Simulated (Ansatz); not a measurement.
Geometry optimisation, RKS PBE-D4/6-31G* in Ansatz 0.2.0.

Input:

```yaml
crystal:
  periodic: [false, false, false]
  atoms:
    - { symbol: H, position_ang: [-0.2581, 0.0346, -3.077] }
    - { symbol: H, position_ang: [0.3005, -0.2192, -2.596] }
    - { symbol: C, position_ang: [-0.7251, 0.5846, 0.7203] }
    - { symbol: C, position_ang: [0.2119, -0.6187, 0.7267] }
    - { symbol: O, position_ang: [1.3072, -0.4575, -0.1446] }
    - { symbol: H, position_ang: [-1.5674, 0.4057, 1.3823] }
    - { symbol: H, position_ang: [-1.0961, 0.7612, -0.2866] }
    - { symbol: H, position_ang: [-0.2004, 1.4775, 1.0587] }
    - { symbol: H, position_ang: [-0.3117, -1.5086, 0.3706] }
    - { symbol: H, position_ang: [0.5661, -0.8113, 1.7507] }
    - { symbol: H, position_ang: [1.773, 0.3518, 0.0949] }
basis:
  gaussian: { orbitals: "6-31G*" }
hamiltonian:
  xc: pbe
  dispersion: d4
relax:
  f_tol: 0.02
  max_steps: 40
scf:
  lower_state_search: "off"
output:
  orbitals: {}
```

Launched with:

```bash
$ ansatz run input.yaml --threads 1 --pin off --max-ram 2048MiB --backend cpu --events-out ev --progress --plain --runs-dir out
```

**Question.** Where does it end, and by what steps?

**Answer.** It converged. The force dipped under the threshold on the way, but the program's further checks kept it going. After 14 steps the energy has fallen by 0.071 eV; H1 moved furthest, 0.47 Å.

| step | energy less start (eV) | largest force component (eV/Å) | accepted |
| --- | --- | --- | --- |
| 0 | 0.0000 | 0.848 | yes |
| 1 | -0.0538 | 0.288 | yes |
| 2 | -0.0629 | 0.156 | yes |
| 3 | -0.0659 | 0.147 | yes |
| 4 | -0.0400 | 0.436 | no |
| 5 | -0.0675 | 0.037 | yes |
| 6 | -0.0689 | 0.065 | yes |
| 7 | -0.0696 | 0.139 | yes |
| 8 | -0.0703 | 0.055 | yes |
| 9 | -0.0709 | 0.017 | yes |
| 10 | -0.0709 | 0.061 | no |
| 11 | -0.0712 | 0.016 | yes |
| 12 | -0.0712 | 0.048 | yes |
| 13 | -0.0714 | 0.026 | yes |
| 14 | -0.0715 | 0.011 | yes |

```xyz
11
Properties=species:S:1:pos:R:3
H 0.159 0.226 -3.168
H 0.354 -0.024 -2.484
C -0.770 0.549 0.742
C 0.190 -0.639 0.781
O 1.143 -0.628 -0.287
H -1.512 0.483 1.557
H -1.307 0.585 -0.220
H -0.225 1.503 0.867
H -0.365 -1.585 0.658
H 0.699 -0.687 1.767
H 1.634 0.217 -0.214
```

Whether the end is a true minimum wasn't checked by a vibrational analysis.

Run time: 18 s on 1 CPU thread of a shared host.
